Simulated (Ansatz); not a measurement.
A made-up structure of Si₂H₃O, doublet:

```xyz
6
angstrom
O -1.3555 -0.0261 -1.0724
Si 0.0808 0.1219 -0.2946
Si 0.5163 -0.4728 1.8408
H -2.0780 -0.4029 -0.5632
H -0.0933 -0.8684 3.0608
H 1.8992 0.0574 1.4448
```

It is relaxed with PBE-D4/def2-SVP and then PBE0-D4/def2-TZVP (Ansatz 0.2.0). Atoms count as bonded within 1.22 times the sum of their covalent radii (H–H: 0.88 Å). The end point is not checked to be a true minimum.

Does its bonding change? (A judgement: the text doesn't fix the answer.)

By the calculation: No: no bond forms or breaks.

Where it ends: The first stage lowers the energy by 0.85 eV in 10 steps. It ends as Si₂H₃O ([OH][Si][SiH2]):
```json
{"atom": "O1", "x (Å)": "-1.4916", "y (Å)": "-0.0844", "z (Å)": "-0.8170"}
{"atom": "Si2", "x (Å)": "0.1112", "y (Å)": "0.3219", "z (Å)": "-0.7141"}
{"atom": "Si3", "x (Å)": "0.6575", "y (Å)": "-0.4650", "z (Å)": "1.4465"}
{"atom": "H4", "x (Å)": "-1.9456", "y (Å)": "-0.5460", "z (Å)": "-0.1088"}
{"atom": "H5", "x (Å)": "-0.3308", "y (Å)": "-0.7036", "z (Å)": "2.5472"}
{"atom": "H6", "x (Å)": "1.9688", "y (Å)": "-0.1138", "z (Å)": "2.0625"}
```

Labels in which every atom is bracketed show which atoms are joined, not bond orders.

For scale, one of the runs: PBE0-D4/def2-TZVP relaxation, 123 basis functions, launched by `ansatz run in.yaml --threads 2 --pin off --events-out ev --progress --plain --max-ram 4352MiB`. Hardware: 2 CPU threads of an Arm Neoverse V2, shared host. Wall time about 33 s.
